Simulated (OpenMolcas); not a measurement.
## NO+ (SMILES N#[O+]): methods side by side

The species is NO+ (2 atoms), meant as a singlet with charge +1. As SMILES, `N#[O+]`. Geometry: the measured bond length.

```csv
atom,x (Å),y (Å),z (Å)
N,0.0000,0.0000,0.0000
O,0.0000,0.0000,1.0632
```

Quantity: the energy change with the N1–O2 bond stretched from 1.063 to 1.595 Å, in eV. The values are calculated.

| level | kind | program | value (eV) | less FCI/STO-3G |
| --- | --- | --- | --- | --- |
| HF/STO-3G (restricted) | Hartree–Fock | OpenMolcas | 7.03 | +5.90 |
| SVWN5/STO-3G (restricted) | LDA | OpenMolcas | 2.11 | +0.98 |
| PBE/STO-3G (restricted) | GGA | OpenMolcas | 1.76 | +0.63 |
| r2SCAN/STO-3G (restricted) | meta-GGA | OpenMolcas | 2.59 | +1.46 |
| M06-2X/STO-3G (restricted) | hybrid meta-GGA | OpenMolcas | 4.23 | +3.10 |
| B2PLYP/STO-3G (restricted) | double hybrid | OpenMolcas | 0.46 | -0.67 |
| MP2/STO-3G (restricted) | perturbation theory | OpenMolcas | 1.77 | +0.64 |
| FCI/STO-3G | exact in the basis | OpenMolcas | 1.13 | 0.00 |

FCI/STO-3G is exact within its basis and frozen core, so for wave-function methods in that basis the difference is their error; functionals converge differently with the basis, so for them it is only a difference. Spin-restricted single references rise too steeply as a bond breaks, Hartree–Fock most of all. The first shape isn't each level's own minimum. The values span 0.46 to 7.03 eV. All rows use very small basis sets, so even the best lies far from the true value.
